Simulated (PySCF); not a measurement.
Geometry:
| atom | x (Å) | y (Å) | z (Å) |
| --- | --- | --- | --- |
| C1 | 1.600 | -1.128 | -0.091 |
| C2 | 0.960 | 0.078 | -0.113 |
| C3 | 1.673 | 1.323 | -0.557 |
| C4 | -0.408 | 0.147 | 0.318 |
| C5 | -1.073 | 1.456 | 0.335 |
| C6 | -1.215 | -1.006 | 0.737 |
| H7 | 2.649 | -1.204 | -0.395 |
| H8 | 1.121 | -2.055 | 0.230 |
| H9 | 2.686 | 1.089 | -0.907 |
| H10 | 1.764 | 2.049 | 0.265 |
| H11 | 1.141 | 1.821 | -1.382 |
| H12 | -1.158 | 1.808 | -0.713 |
| H13 | -2.073 | 1.436 | 0.783 |
| H14 | -0.441 | 2.217 | 0.825 |
| H15 | -1.526 | -0.836 | 1.786 |
| H16 | -0.749 | -1.991 | 0.650 |
| H17 | -2.164 | -0.993 | 0.172 |

Total charge +1.

Geometry: PBE0-D3(BJ)/def2-SVP; GIAO shifts from PySCF 2.14, gas phase, non-relativistic, averaged over equivalent atoms.

At BLYP/pcSseg-1 (157 basis functions, 26 s wall time on 1 thread of an Arm Neoverse V1, shared host):
```tsv
atoms	δ (ppm)
C4	269.2
C1	184.2
C2	161.7
C5/C6	41.1
C3	22.3
H8	8.62
H7	7.97
H12/H13/H14/H15/H16/H17	3.47
H9/H10/H11	2.52
```

References, each an isolated molecule treated in the same way: $^{13}$C (175.31 ppm) and $^{1}$H (31.36 ppm) against TMS.

Q: Predict the values at B97-2/pcSseg-1 on the same geometry.

A: 
```json
{"atoms": "C4", "δ at B97-2/pcSseg-1": "268.0", "change": "-1.2"}
{"atoms": "C1", "δ at B97-2/pcSseg-1": "184.2", "change": "+0.0"}
{"atoms": "C2", "δ at B97-2/pcSseg-1": "154.9", "change": "-6.8"}
{"atoms": "C5/C6", "δ at B97-2/pcSseg-1": "38.7", "change": "-2.4"}
{"atoms": "C3", "δ at B97-2/pcSseg-1": "21.0", "change": "-1.3"}
{"atoms": "H8", "δ at B97-2/pcSseg-1": "8.77", "change": "+0.15"}
{"atoms": "H7", "δ at B97-2/pcSseg-1": "8.22", "change": "+0.25"}
{"atoms": "H12/H13/H14/H15/H16/H17", "δ at B97-2/pcSseg-1": "3.48", "change": "+0.01"}
{"atoms": "H9/H10/H11", "δ at B97-2/pcSseg-1": "2.53", "change": "+0.01"}
```

References, each an isolated molecule treated in the same way: $^{13}$C (183.69 ppm), $^{1}$H (31.38 ppm) against TMS.

The largest change is at C2 (fully substituted alkene carbon). Cost: 157 basis functions, 22 s wall time on 1 thread of an x86-64 server CPU, shared host. The order of the carbon signals is the same at both levels.
